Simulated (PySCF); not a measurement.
Computed with B3LYP-D3(BJ)/def2-TZVP (PySCF 2.14.0). Isolated molecules, 0 K electronic values unless said otherwise. B3LYP has the VWN-RPA correlation part, as in Gaussian. Delta-SCF ions had no search for a lower state. 

Reference species (SMILES): `CF` (neutral, multiplicity 1).

```json
{
 "vertical ionisation energy (Delta-SCF)": "13.03 eV",
 "HOMO": "-9.58 eV",
 "HOMO–LUMO gap": "10.86 eV"
}
```

Changed species: `FC(F)(F)F` (0 of 4 F replaced by H; the reference has 3 of 4 F replaced by H).

Predict the effect on the vertical ionisation energy (Delta-SCF), HOMO and HOMO–LUMO gap.

the vertical ionisation energy (Delta-SCF) goes up by 2.43 eV, to 15.46 eV; the HOMO falls by 2.73 eV, to -12.31 eV; the HOMO–LUMO gap goes up by 3.65 eV, to 14.51 eV.
